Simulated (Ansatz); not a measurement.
# H3SO+: one structure at several levels

The task here is to estimate one member of a computed series from the others.

Method: single points in def2-TZVPP; program: Ansatz 0.2.0, Gaussian basis.

Cores are frozen in the correlated methods.

### The system as given

SMILES `O[SH2+]`, 5 atoms, charge 1, spin multiplicity 1.

Atoms are counted from 1 here; the program's logs count them from 0.

Bond lengths: O1–S2 1.491 Å, O1–H3 1.125 Å, S2–H4 1.316 Å, S2–H5 1.184 Å. Angles: S2–O1–H3 117.1°, O1–S2–H4 98.9°, O1–S2–H5 89.7°, H4–S2–H5 91.6°.

Geometry (Å):

```xyz
5
H3OS
O     0.3579   -0.5960    0.3373
S    -0.5171    0.5280   -0.1021
H    -0.0898   -1.3470    1.0448
H    -0.4552    0.3389   -1.4031
H     0.4259    1.2439   -0.1271
```

Set-up of the first run:

run/in.yaml reads:

```yaml
crystal:
  periodic: [false, false, false]
  atoms:
    - {symbol: O, position_ang: [0.357900, -0.596000, 0.337300]}
    - {symbol: S, position_ang: [-0.517100, 0.528000, -0.102100]}
    - {symbol: H, position_ang: [-0.089800, -1.347000, 1.044800]}
    - {symbol: H, position_ang: [-0.455200, 0.338900, -1.403100]}
    - {symbol: H, position_ang: [0.425900, 1.243900, -0.127100]}
basis:
  gaussian: {orbitals: def2-TZVPP}
total_charge: 1
correlation: {method: ccsd_t}
output: {forces: true}
```

The command line of these runs was not kept.

Among the steps run: CCSD(T)/def2-TZVPP; PBE0-D4/def2-TZVPP; wB97M-V/def2-TZVPP; r2SCAN-D4/def2-TZVPP; PBE-D4/def2-TZVPP; r2SCANh-D4/def2-TZVPP; r2SCAN0-D4/def2-TZVPP.

One of the session's tables, all rows but one given; the rest of the session is left out.

```
    method  RMS force component (eV/Å)  angle to CCSD(T) forces (°)
   CCSD(T)                       3.564                    reference
   PBE0-D4                       3.521                          3.3
   wB97M-V                           ?                            ?
 r2SCAN-D4                       3.539                          2.5
    PBE-D4                       3.630                          5.1
r2SCANh-D4                       3.510                          2.7
r2SCAN0-D4                       3.471                          4.2
```

**Question.** Estimate the row for wB97M-V.

As computed: RMS force component (eV/Å): 3.500; angle to CCSD(T) forces (°): 1.8. In the column «RMS force component (eV/Å)» it lies between r2SCAN0-D4 (3.471) and r2SCANh-D4 (3.510).
